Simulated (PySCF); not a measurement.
Molecule: Boranamine, BH$_{4}$N.

Atom-mapped SMILES (the numbers label the heavy atoms): `[BH2:1][NH2:2]`. Each H is labelled by its parent atom.

Spin–spin couplings on one PBE0-D3(BJ)/def2-SVP geometry, PySCF 2.14, gas phase, non-relativistic, equivalent pairs averaged; isotopes ¹¹B, ¹H, ¹⁵N; functional B3LYP.

Q: How do the couplings (Hz) change with the basis set? Times are CPU seconds on shared hosts with different chips, so compare them loosely. Far from the basis limit: 6-31G*, pcJ-0, def2-TZVP, cc-pVTZ.

A: 
```tsv
basis set	functions	¹J(B1,H(B1))	¹J(N2,H(N2))	¹J(B1,N2)	²J(H(B1),H(B1))	³J(H(B1),H(N2))	core-s
6-31G*	36	151.6	-80.2	-30.6	7.1	9.5	1.1
pcJ-0	38	128.0	-70.4	-20.5	6.6	11.1	1.2
def2-TZVP	86	136.3	-79.5	-29.7	9.5	9.8	2.5
pcJ-1	94	141.1	-85.9	-28.7	10.0	12.1	2.8
cc-pVTZ	116	135.5	-73.1	-30.7	8.6	9.8	3
aug-cc-pVTZ-J	172	143.2	-86.8	-29.0	11.3	12.5	5.7
pcJ-2	198	141.6	-85.9	-28.5	11.3	12.5	7.8
```

The Fermi-contact term samples the wavefunction at the nucleus, which is why sets with added tight s functions (names with J) are made for couplings.
